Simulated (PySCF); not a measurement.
## TDDFT excited states: C3H5NO

Compound: C3H5NO.
SMILES: `C=NC(C)=O`

Computed with TDDFT wB97X-D/def2-SVPD, vertical, gas phase, core orbitals frozen in the response in PySCF 2.14.0, density-fitted response routines. Geometry: PBE0-D3(BJ)/def2-SVP, one conformer, isolated molecule. Torsions of this conformer, `[CH2:1]=[N:2][C:3]([CH3:4])=[O:5]`: C1–N2–C3–C4 127°.

| state | E (eV) | E (kJ/mol) | λ (nm) | f | \|μ\| (D) | main configurations (H = HOMO, L = LUMO) |
| --- | --- | --- | --- | --- | --- | --- |
| S1 | 4.28 | 413 | 289.4 | 0.0024 | 0.38 | H→L (93%) |
| S2 | 5.31 | 512 | 233.7 | 0.0018 | 0.30 | H-1→L (52%), H→L+1 (36%) |
| S3 | 6.36 | 614 | 195.0 | 0.030 | 1.11 | H→L+1 (45%), H-1→L (41%) |
| S4 | 7.46 | 720 | 166.1 | 0.0064 | 0.47 | H-1→L+1 (55%), H-2→L (17%) |
| S5 | 7.66 | 739 | 161.8 | 0.241 | 2.88 | H-2→L (66%), H-1→L+1 (17%) |
| S6 | 7.73 | 746 | 160.4 | 0.010 | 0.59 | H→L+2 (71%), H-1→L+1 (8%) |

The lowest singlet lies at 4.28 eV (289 nm, ultraviolet) and is very weak; its leading configuration is HOMO→LUMO (93%). The strongest level in the table is S5 at 7.66 eV (162 nm, f = 0.241). Löwdin shares by element: HOMO oxygen 48%, nitrogen 26%, carbon 14% or more; LUMO carbon 46% or more, nitrogen 28%, oxygen 11% (atoms not listed hold the other 15%). Of the 6 states listed, 3 reach f = 0.01 and none stays under 0.0005. Orbital energies (eV): HOMO-3 -12.47, HOMO-2 -11.75, HOMO-1 -10.72, HOMO -9.44, LUMO 0.34, LUMO+1 1.91, LUMO+2 2.48. The listed states span 3.45 eV, and the widest gap between neighbours is 1.11 eV (S3 to S4). No computed singlet lies in the visible range (380 to 750 nm); the lowest, at 289 nm, stands 1.02 eV above its violet end (3.26 eV). Only the lowest 6 singlets were computed, as vertical energies without vibronic structure.
